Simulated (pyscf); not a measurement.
PySCF, gas phase, ωB97X-D3(BJ)/def2-SVP geometries.

Problem. cyclic C₃H₄F₂ (SMILES FC1(F)CC1) → F–C:–F [singlet] + H₂C=CH₂
Surface: singlet. Broken: C–C, C–C. Formed: none. Give ΔE‡ and ΔE from B3LYP-D3(BJ)/def2-TZVP, relative to the reactant's lowest minimum found.

Solution. ΔE‡ = 58.6 kcal/mol, ΔE = +49.4 kcal/mol. CCSD(T)/def2-TZVPP + ΔMP2(QZVPP) gives 59.8 kcal/mol and +49.8 kcal/mol. Zero-point energy shifts the barrier by -3.0 kcal/mol. It is a cycloreversion, with an imaginary mode of 506i cm⁻¹. cyclic C₃H₄F₂ (SMILES FC1(F)CC1) lies 9.0 kcal/mol over its isomer H₂C=CH–CH(F)–F, and others may lie lower still (electronic energy, ωB97M-D3(BJ)). One saddle was located; it need not be the lowest between these sides. One closed-shell reference is unstable to symmetry breaking; treat the single-reference values with care. The CCSD(T) − MP2 part came from Ansatz, without density fitting, on the same reference.
